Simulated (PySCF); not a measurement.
**Name the molecule from its bond curve**

A diatomic of charge +1 contains O. Its doublet curve at PBE0 in a triple-zeta basis (no relativity, PySCF), in eV from the separated fragments:

(R (Å), E (eV)): (1.315, -2.661), (1.376, -3.653), (1.437, -4.186), (1.483, -4.368), (1.529, -4.413), (1.575, -4.356), (1.636, -4.168), (1.712, -3.813), (1.804, -3.296), (1.927, -2.552)

The fit gives ωe = 1154 cm⁻¹ and the rotational constant Bₑ = 0.7130 cm⁻¹.

Problem. Which atom is the partner?

Solution. The minimum lies at 1.524 Å, so the reduced mass is 16.8576 u Å² cm⁻¹/(Bₑ·Re²) = 10.18 u. With O at 15.99 u the partner weighs about 28.0 u: Si. The molecule is SiO⁺.

The state is the lowest determinant that a PBE0 search found; another state may lie lower at other levels.
